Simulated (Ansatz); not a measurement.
Two shapes of singlet SiH₂.

Shape 1:

```xyz
3

Si    0.0000    0.0000   -0.1342
H     0.0000    1.0962    0.9391
H     0.0000   -1.0962    0.9391
```

Shape 2:

```xyz
3

Si    0.0000    0.0000   -0.1234
H     0.0000    1.0085    0.8640
H     0.0000   -1.0085    0.8640
```

Basis set: def2-TZVP (spherical functions). Frozen core: 5 orbitals. Charge 0, multiplicity 1.

Computed with Ansatz (development build ahead of 0.2.0); each method stands on the lowest determinant of its kind that the runs found.

**Question.** Which shape is lower in energy, and by how much in each method?

**Answer.**

```tsv
method	E(2) − E(1) (eV)
RHF	0.182
RHF-MP2	0.189
```

Shape 1 is lower.
